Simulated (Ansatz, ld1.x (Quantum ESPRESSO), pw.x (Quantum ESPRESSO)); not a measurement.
# pw.x on fcc Br: one setting changed

Potential: norm-conserving RRKJ (Kleinman–Bylander form), ld1.x (Quantum ESPRESSO) 7.5, LDA (PW92); core [Ar] 3d10, reference 4s1 4p6; waves: 4s (bound): rc 1.35 bohr; 4p (bound): rc 1.80 bohr; 4d channel at 0.1 Ry: rc 1.44 bohr; local part: all-electron potential smoothed inside 1.35 bohr (lloc = -1); core correction: a·sin(br)/r model core inside 0.95 bohr; rho0 0.02.

The reference run (k-mesh 13³, cutoffs 110/440 Ry, Fermi–Dirac 0.01 Ry, mixing_beta 0.4, conv_thr 1e-9, no spin) gives -0.36 GPa at 23.071 Å³/atom, where all-electron LAPW gives -0.01 GPa. This run, with its own iteration cap, changes ecutrho/ecutwfc to 2.

```
&control
  calculation='scf', prefix='x', pseudo_dir='./', outdir='./tmp', tstress=.true., disk_io='none'
/
&system
  ibrav=0, nat=1, ntyp=1, ecutwfc=110, ecutrho=220, nbnd=11,
  occupations='smearing', smearing='fd', degauss=0.01
/
&electrons
  conv_thr=1e-09, mixing_beta=0.4, electron_maxstep=60
/
ATOMIC_SPECIES
Br 1.0 Br.UPF
CELL_PARAMETERS angstrom
  0.00000000 2.25949894 2.25949894
  2.25949894 0.00000000 2.25949894
  2.25949894 2.25949894 0.00000000
ATOMIC_POSITIONS crystal
Br 0.0000 0.0000 0.0000
K_POINTS automatic
13 13 13 0 0 0
```

```bash
pw.x < Br.scf.in > Br.scf.out
```

How does the run end?

It converges in 6 iterations; the free energy moves by +1.6 meV/atom and the pressure by +0.03 GPa. Below 4 the density is truncated and F is no longer variational, so a small shift in one case is no licence.

```
Message from routine set_cutoff:
     ecutrho < 4*ecutwfc, are you sure?
     Message from routine setup:
     using ibrav=0 with symmetry is DISCOURAGED, use correct ibrav instead
     lattice parameter (alat)  =       6.0385  a.u.
     unit-cell volume          =     155.6908 (a.u.)^3
     number of electrons       =         7.00
     number of Kohn-Sham states=           11
     kinetic-energy cutoff     =     110.0000  Ry
     charge density cutoff     =     220.0000  Ry
     scf convergence threshold =      1.0E-09
     Exchange-correlation= PW
     number of k points=    84  Fermi-Dirac smearing, width (Ry)=  0.0100
     iteration #  1     ecut=   110.00 Ry     beta= 0.40
     total energy              =     -39.79199105 Ry
     estimated scf accuracy    <       0.00946026 Ry
     iteration #  2     ecut=   110.00 Ry     beta= 0.40
     total energy              =     -39.79176524 Ry
     estimated scf accuracy    <       0.00134569 Ry
     iteration #  3     ecut=   110.00 Ry     beta= 0.40
     total energy              =     -39.79203032 Ry
     estimated scf accuracy    <       0.00001656 Ry
     iteration #  4     ecut=   110.00 Ry     beta= 0.40
     total energy              =     -39.79203153 Ry
     estimated scf accuracy    <       0.00000048 Ry
     iteration #  5     ecut=   110.00 Ry     beta= 0.40
     total energy              =     -39.79203171 Ry
     estimated scf accuracy    <       0.00000001 Ry
     iteration #  6     ecut=   110.00 Ry     beta= 0.40
     the Fermi energy is     5.5873 ev
!    total energy              =     -39.79203172 Ry
     estimated scf accuracy    <          1.4E-11 Ry
     smearing contrib. (-TS)   =      -0.00589359 Ry
     The total energy is F=E-TS. E is the sum of the following terms:
     one-electron contribution =       3.27484149 Ry
     hartree contribution      =       2.05988192 Ry
     xc contribution           =     -18.81325418 Ry
     ewald contribution        =     -26.30760735 Ry
     convergence has been achieved in   6 iterations
          total   stress  (Ry/bohr**3)                   (kbar)     P=       -3.23
     Message from routine punch:
     Nothing written, as per user request (disk_io='none')
```

The run took about 9.8 s on one core of a shared host (Intel(R) Xeon(R) 6975P-C, 192 threads, 756 GiB, load 44).
